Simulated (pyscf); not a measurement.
This saddle point was located with ωB97X-D3(BJ)/def2-SVP in PySCF.

```xyz
7

O      0.4196     0.5983    -0.1801
B     -0.5458    -0.3329    -0.3290
Cl    -2.2308     0.0994     0.7947
Cl    -1.0216    -0.8557    -1.9427
H      0.6302     0.8373     0.7286
Cl    -0.2358    -1.9842     0.8820
H     -1.5125    -1.1921     1.2543
```

Surface: singlet, charge 0. Lowest wavenumbers (cm⁻¹): 916i, 159, 223, 288, 301.

Q: Which two sides does it connect, and which bonds change?

A: HO–B(Cl)–Cl + hydrogen chloride (HCl) ⇌ HO–B(Cl)–Cl + hydrogen chloride (HCl), a four-centre exchange read from left to right: B–Cl, Cl–H broken and B–Cl, Cl–H formed. At CCSD(T)/def2-TZVPP + ΔMP2(QZVPP) it lies +123.7 kJ/mol from the left side and +123.7 kJ/mol from the right (each side as separated species at their lowest minima found). This is the saddle that the search found; another between the same sides may lie lower. The CCSD(T) − MP2 part came from Ansatz, without density fitting, on the same reference.
